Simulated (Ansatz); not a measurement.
## doublet HS2: levels of theory in one basis

```yaml
atoms:
  - { symbol: H, position_ang: [0.0000, 0.1659, -1.3181] }
  - { symbol: S, position_ang: [0.0000, -0.7584, -0.1700] }
  - { symbol: S, position_ang: [0.0000, 0.5925, 1.4881] }
```

Basis set: def2-SVP (spherical functions). Left uncorrelated: 10 orbitals. Correlation on ROHF uses semicanonical orbitals with singles. Charge 0, multiplicity 2.

Computed with Ansatz (development build ahead of 0.2.0); each method stands on the lowest determinant of its kind that the runs found.

```
      method  E − E(ROHF) (eV)  <S²> of the determinant
        ROHF              0.00                        –
         UHF             -0.12                     0.76
    ROHF-MP2             -6.62                        –
     UHF-MP2             -6.60                     0.76
ROHF-CCSD(T)             -7.82                        –
 UHF-CCSD(T)             -7.82                     0.76
```

Question: Is a single determinant a sound starting point here?

Answer: By this sign, yes. Unrestricted orbitals gain 0.12 eV and <S²> is 0.76 against 0.75 for a pure state.
